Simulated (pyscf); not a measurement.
PySCF, gas phase, ωB97X-D3(BJ)/def2-SVP geometries.

### Question
For the elementary gas-phase step CH₄ (SMILES C) + F–AlH₂ (SMILES [F][AlH2]) → H₃C–F (SMILES CF) + AlH₃ (SMILES [AlH3]) (singlet surface; C–H, Al–F broken, C–F, Al–H formed), what barrier and reaction energy does PBE/def2-TZVP give, measured from the separated reactants?

### Answer
ΔE‡ = 362.9 kJ/mol, ΔE = +283.6 kJ/mol. CCSD(T)/def2-TZVPP + ΔMP2(QZVPP) gives 405.3 kJ/mol and +296.9 kJ/mol. Zero-point energy shifts the barrier by -2.9 kJ/mol. It is a four-centre exchange, with an imaginary mode of 1001i cm⁻¹. On the reactant side the descent ends in a complex, 17.4 kJ/mol under the separated species and 408.3 kJ/mol under the saddle at ωB97X-D3(BJ)/def2-TZVP. On the product side the descent ends in an adduct with a Al–F contact, 58.4 kJ/mol under the separated species and 163.6 kJ/mol under the saddle at ωB97X-D3(BJ)/def2-TZVP. What is counted as broken (Al–F) persists as a longer contact in the product adduct; parting that adduct is a step of its own. At ωB97X-D3(BJ)/def2-TZVP the barrier from the zero used here is 390.9 kJ/mol. One saddle was located; it need not be the lowest between these sides. The CCSD(T) − MP2 part came from Ansatz, without density fitting, on the same reference.
